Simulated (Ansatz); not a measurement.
Ligand exchange: BH2F + SiH2(CH3)(OH) → BH2(OH) + SiH2(CH3)F

Species: BH2F `BF`, singlet; SiH2(CH3)(OH), singlet; BH2(OH), singlet; SiH2(CH3)F, singlet. The partners trade F for OH: B–F and Si–OH bonds give way to B–OH and Si–F.

Shapes, held fixed at every level: PBE0-D4/def2-TZVP. Flexible molecules stand in one conformer, not always the lowest. Programs: Ansatz 0.2.0. The zero-point and thermal change to 298 K, harmonic and unscaled (PBE0-D4/def2-TZVP), is +3.3 kJ/mol.

| level | kind | ΔH(298 K) (kJ/mol) | less CCSD(T)/CBS estimate | CPU time (sum over the molecules) |
| --- | --- | --- | --- | --- |
| PBE-D4/def2-TZVPP | GGA | -45.1 | -1.0 | 14 s |
| B3LYP-D4/def2-TZVPP | global hybrid | -43.7 | +0.4 | 19 s |
| BHLYP-D4/def2-TZVPP | global hybrid | -42.5 | +1.6 | 19 s |
| wB97M-V/def2-TZVPP | range-separated hybrid | -44.1 | 0.0 | 41 s |
| wB97X-V/def2-TZVPP | range-separated hybrid | -43.3 | +0.8 | 33 s |
| B2PLYP/def2-TZVPP | double hybrid | -44.2 | -0.1 | 19 s |
| MP2/def2-SVP | perturbation theory | -47.5 | -3.4 | – |
| CCSD(T)/CBS estimate | coupled cluster or CI | -44.1 | 0.0 | 5 min |

The highest level, CCSD(T)/CBS estimate, gives ΔH(298 K) = -44.1 kJ/mol; the levels span -47.5 to -42.5. The column of differences is taken from that level and isn't an error. No measured value is set beside it here. The CBS estimate extrapolates MP2 from def2-TZVPP and def2-QZVPP and adds CCSD(T) − MP2 in the triple-zeta set, cores frozen. Times are processor times on shared x86 and Arm servers, and rough.
